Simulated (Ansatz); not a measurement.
**CH4O (triplet): the correlation ladder at distance C1–H5 along a hydrogen transfer = 1.603 Å, cc-pVDZ**

An exercise on one series of results from a longer session: the logs are not shown, and one member is left open.

Computed with Ansatz 0.2.0, Gaussian basis. Level: cc-pVDZ, core rule «outside noble gas», up to 2 orbitals frozen.

To be run: UHF; CCSD(T) on ROHF; CCSD(T) on UHF; BCCD(T) on ROHF; CISD; CCSDT(Q) on ROHF; CCSDT(Q) on UHF; CASSCF and MRCISD+Q, 4 electrons in 4 orbitals; CASSCF and NEVPT2, 4 electrons in 4 orbitals.

8 further runs of the same task are left out: 2 for a mislabelled method, 6 that didn't finish.

## What is computed

The geometry derives from fragments relaxed apart (PBE0/def2-TZVP) and kept rigid, so it is no stationary point. A hydrogen atom is moved between rigid fragments.

6 atoms, charge 0, spin multiplicity 3.

Atoms are counted from 1 here; the program's logs count them from 0.

Bond lengths: C1–H2 1.090 Å, C1–H3 1.090 Å, C1–H4 1.090 Å, H5–O6 1.075 Å. Angles: H2–C1–H3 109.5°, H2–C1–H4 109.5°, H3–C1–H4 109.5°.

Set-up of the first run:

in.yaml reads:

```yaml
crystal:
  periodic: [false, false, false]
  atoms:
    - {symbol: C, position_ang: [-1.353350, 0.000000, 0.000000]}
    - {symbol: H, position_ang: [-1.716556, 1.027301, 0.000000]}
    - {symbol: H, position_ang: [-1.716556, -0.513650, 0.889668]}
    - {symbol: H, position_ang: [-1.716556, -0.513650, -0.889669]}
    - {symbol: H, position_ang: [0.249650, 0.000000, 0.000000]}
    - {symbol: O, position_ang: [1.324650, 0.000000, 0.000000]}
basis:
  gaussian: {orbitals: cc-pVDZ}
magnetization: {spin_polarized: true, initial_magnetization: 2}
hamiltonian: {xc: hf}
output: {orbitals: {seedname: orbitals}}
```

Launch:

```bash
> ansatz run in.yaml --threads 1 --pin off --events-out ev --progress --plain --max-ram 2393MiB
```

Steps of the session up to this table: UHF; CCSD(T) on ROHF; CCSD(T) on UHF; BCCD(T) on ROHF; CISD; CCSDT(Q) on ROHF; CCSDT(Q) on UHF; CASSCF and MRCISD+Q, 4 electrons in 4 orbitals; CASSCF and NEVPT2, 4 electrons in 4 orbitals.

One of the session's tables, all rows but one given; the rest of the session is left out.

It belongs to the step «Misses and costs». 

| method | from UCCSDT(Q) (meV) |
| --- | --- |
| ROHF | +9270.3 |
| UHF | +8974.7 |
| RMP2 | +1208.6 |
| UMP2 | +1216.4 |
| CISD | +903.8 |
| RCCSD | +194.8 |
| UCCSD | ? |
| RCCSD(T) | +34.2 |
| UCCSD(T) | +33.0 |
| BCCD(T) | +33.5 |
| RCCSDT | +13.5 |
| UCCSDT | +12.1 |
| RCCSDT(Q) | +1.4 |
| UCCSDT(Q) | 0 |
| CASSCF pair | +8488.9 |
| NEVPT2 pair | +1134.1 |
| MRCISD pair | +768.9 |
| MRCISD+Q pair | +87.5 |

Estimate the missing values for UCCSD.

**Answer.** from UCCSDT(Q) (meV): +188.9. In the column «from UCCSDT(Q) (meV)» it lies between MRCISD+Q pair (+87.5) and RCCSD (+194.8).

To keep in mind: Restricted and unrestricted rows rest on different reference determinants; where their highest levels disagree by more than a few hundredths of an eV, they describe different states and don't form one ladder.
